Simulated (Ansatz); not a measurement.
C$_{3}$H$_{9}$N, quintet, geometry from GFN2-xTB of the parent state (a higher spin typed on purpose: for a closed-shell molecule this is an excited state); SVWN5/6-31G* in Ansatz (a quantum-chemistry and plane-wave program).

Input for Ansatz:
Ansatz 0.2 input:
```yaml
crystal:
  periodic: [false, false, false]
  atoms:
    - {symbol: N, position_ang: [-0.00261790, 0.00013854, 0.37401739]}
    - {symbol: C, position_ang: [-0.00152192, 1.37970834, -0.06300031]}
    - {symbol: C, position_ang: [1.19627023, -0.68818901, -0.05385049]}
    - {symbol: C, position_ang: [-1.19343643, -0.69158875, -0.07057579]}
    - {symbol: H, position_ang: [0.00601956, 1.47958855, -1.16082857]}
    - {symbol: H, position_ang: [0.87937092, 1.88014242, 0.33668072]}
    - {symbol: H, position_ang: [-0.88934309, 1.87762614, 0.32430169]}
    - {symbol: H, position_ang: [1.29087415, -0.73861551, -1.15101370]}
    - {symbol: H, position_ang: [1.18494027, -1.70346684, 0.34014693]}
    - {symbol: H, position_ang: [2.06712214, -0.17042002, 0.34575384]}
    - {symbol: H, position_ang: [-1.27253017, -0.74226236, -1.16895468]}
    - {symbol: H, position_ang: [-2.07126594, -0.17630754, 0.31678972]}
    - {symbol: H, position_ang: [-1.18473380, -1.70683808, 0.32356185]}
basis:
  gaussian:
    orbitals: 6-31G*
hamiltonian:
  xc: {name: SVWN5}
magnetization: {spin_polarized: true, initial_magnetization: 4}
```

Output, abridged:

```
Functional definition: SVWN5
1085 factors; their error is unknown
mean field evaluation 1: about -4676.0682 eV, gradient 4.5e1 eV
mean field evaluation 2: about -4658.1187 eV, gradient 7.3e1 eV
mean field evaluation 4: about -4681.3693 eV, gradient 2.5e1 eV
mean field evaluation 8: about -4684.3344 eV, gradient 1.5e1 eV
mean field evaluation 16: about -4686.4173 eV, gradient 2.7e0 eV
mean field evaluation 32: about -4686.4164 eV, gradient 2.4e-4 eV
mean field evaluation 64: about -4686.4150 eV, gradient 1.9e-1 eV
mean field evaluation 96: about -4686.4164 eV, gradient 1.6e-2 eV
mean field evaluation 128: about -4686.4093 eV, gradient 2.3e-6 eV
mean field evaluation 160: about -4686.3366 eV, gradient 1.3e0 eV
mean field evaluation 192: about -4685.4924 eV, gradient 8.4e0 eV
mean field evaluation 224: about -4686.4073 eV, gradient 9.4e-1 eV
mean field evaluation 256: about -4686.3982 eV, gradient 7.6e-1 eV
mean field -4686.41638458 eV, -172.2226255663 hartree, gradient 4.6e-6 eV, S^2 6.001770; 13 other end points of the search recorded, 0 dependent functions left out
reference -4686.41640956 eV, -172.2226264842 hartree; 19, 15 occupied and 59, 63 virtual orbitals, 1085 factors
Total energy: -4686.41640956 eV, -172.2226264842 hartree
```
